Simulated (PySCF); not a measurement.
Gas-phase reaction: SiHF₂ ⇌ SiH + 2 F

Energies from PySCF (xtb for GFN2), thermal terms from the rigid-rotor harmonic-oscillator model, ideal gas at 1 bar. † marks an energy on the PBE0/def2-TZVP geometry and frequencies; other levels use their own. CCSD(T) freezes the core. 6-31G* has spherical d functions here. Open shells (unrestricted): SiHF₂ (multiplicity 2), SiH (multiplicity 2, electronic degeneracy 4), F (multiplicity 2, electronic degeneracy 6). GFN2 has no spin-polarisation term. Spin-orbit splitting is ignored; it lowers the true energy and changes the entropy of SiH, F. B3LYP is the form with VWN-RPA correlation. SiHF₂: computed as isolated molecules; such fragments, hydroxides, amides, oligomers or adducts are transient or little studied in the gas. CCSD(T) isn't extrapolated to the basis-set limit; its ΔH°(298 K) is 993.0 kJ in def2-SVP and 1079.4 kJ in def2-TZVPP. The harmonic model lacks anharmonicity and excited electronic states, which grow with temperature; levels with a mode under 35 cm⁻¹ are left out. Warning, large T1 diagnostic: SiH (CCSD(T)/def2-TZVPP†).

ΔH° and ΔS° at 298 K: B3LYP/6-31G* 1064 kJ, 247 J/K; B3LYP/def2-TZVP† 1089 kJ, 247 J/K; BLYP/def2-TZVP† 1101 kJ, 247 J/K; CCSD(T)/def2-TZVPP† 1079 kJ, 247 J/K; GFN2-xTB 1059 kJ, 243 J/K.

**Question.** With the heat capacities included, give log10 K (1 bar) at 600, 800, 1200, 1400, 1800 K from B3LYP/6-31G*, B3LYP/def2-TZVP†, BLYP/def2-TZVP†, CCSD(T)/def2-TZVPP†, GFN2-xTB.

**Answer.** 
| T (K) | B3LYP/6-31G* | B3LYP/def2-TZVP† | BLYP/def2-TZVP† | CCSD(T)/def2-TZVPP† | GFN2-xTB |
|---|---|---|---|---|---|
| 600 | -79.6 | -81.7 | -82.8 | -80.9 | -79.4 |
| 800 | -56.4 | -58.0 | -58.7 | -57.3 | -56.3 |
| 1200 | -33.1 | -34.2 | -34.7 | -33.7 | -33.1 |
| 1400 | -26.4 | -27.4 | -27.8 | -27.0 | -26.5 |
| 1800 | -17.6 | -18.3 | -18.6 | -18.0 | -17.7 |
